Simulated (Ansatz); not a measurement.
`Cc1ccccc1O` + H₂ → `Cc1ccccc1` + H₂O at 700 K and 1 bar (hydrogenolysis of a C–O bond).

Isolated molecules relaxed with PBE0-D4/def2-TZVP in Ansatz; ΔE leaves out vibrations. CCSD(T)/CBS adds triple-zeta CCSD(T) − MP2 to the extrapolated MP2 energy (def2 sets, frozen cores). This one scheme is used for every species. One conformer a species, not always the lowest.

| species | CCSD(T)/CBS energy (Eh) | H − E (kJ/mol) | S (J/(mol·K)) |
| --- | --- | --- | --- |
| `Cc1ccccc1O` | -346.36212 | 445.7 | 499.3 |
| H₂ | -1.17544 | 46.8 | 155.3 |
| `Cc1ccccc1` | -271.18948 | 422.4 | 472.2 |
| H₂O | -76.37941 | 80.5 | 218.4 |

H − E and S are ideal-gas, rigid-rotor, harmonic terms from PBE0-D4/def2-TZVP, for one conformer and one mirror image of each species. The MP2-based limit puts H₂ 0.8 mEh under its directly extrapolated value; such offsets cancel only in part. 1 Eh = 2625.50 kJ/mol, R = 8.31446 J/(mol·K).

Task: By hand: ΔE, ΔH, ΔS and ΔG.

Result: ΔE = (-271.18948) + (-76.37941) − (-346.36212) − (-1.17544) = -0.03133 Eh = -82.3 kJ/mol. Δ(H − E) = 422.4 + 80.5 − 445.7 − 46.8 = 10.4, so ΔH = -71.9 kJ/mol. ΔS = 472.2 + 218.4 − 499.3 − 155.3 = 36.0 J/(mol·K). ΔG = -71.9 − 700 × (36.0)/1000 = -97.1 kJ/mol.

Task: By hand: the equilibrium constant, and the temperature at which ΔG would vanish if ΔH and ΔS stayed fixed.

Result: log₁₀ K = −ΔG/(RT ln 10) = 7.2. ΔH and −TΔS have one sign here, so there is no such temperature.

TΔS isn't small against ΔH here. A doubt of 5 kJ/mol in ΔE shifts log₁₀ K by 0.4 here. Other conformers and mirror images would add mixing entropy, several J/(mol·K) or more a flexible species. Modes under 60 cm⁻¹, often nearly free rotors, make the harmonic entropy too high. These are equilibria of isolated gas molecules and say nothing of rates. Largest T1 diagnostic: 0.011 (customary marks: 0.02 for closed shells, 0.045 for open ones).
